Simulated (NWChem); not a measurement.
A series in which one site is exchanged, each optimised at PBE0/def2-SVP with NWChem, gas phase unless a solvent is named. This build's default masses of Se (78.918 u) and Br (79.917 u) are each other's, which moves their modes by up to 0.6 %.

A: FC(Cl)(Cl)Cl (CCl$_{3}$F; site = F)
B: ClC(Cl)(Cl)Cl (CCl4; site = Cl)
C: ClC(Cl)Cl (CHCl3; site = H)
D: ClC(Cl)(Cl)Br (CBrCl3; site = Br)

```json
[
 {"quantity": "highest harmonic frequency (cm⁻¹), PBE0/def2-SVP", "A": "1177", "B": "799", "C": "3190", "D": "___"},
 {"quantity": "vertical ionisation energy, ΔSCF, CAM-B3LYP/def2-SVP (eV)", "A": "11.56", "B": "11.37", "C": "11.56", "D": "___"},
 {"quantity": "SMD solvation free energy in n-hexane, PBE0/def2-SVP (kcal/mol)", "A": "-2.6", "B": "-3.7", "C": "-4.0", "D": "___"}
]
```

What belongs in the gaps?


- highest harmonic frequency (cm⁻¹), PBE0/def2-SVP, D: 795
- vertical ionisation energy, ΔSCF, CAM-B3LYP/def2-SVP (eV), D: 10.92
- SMD solvation free energy in n-hexane, PBE0/def2-SVP (kcal/mol), D: -4.5
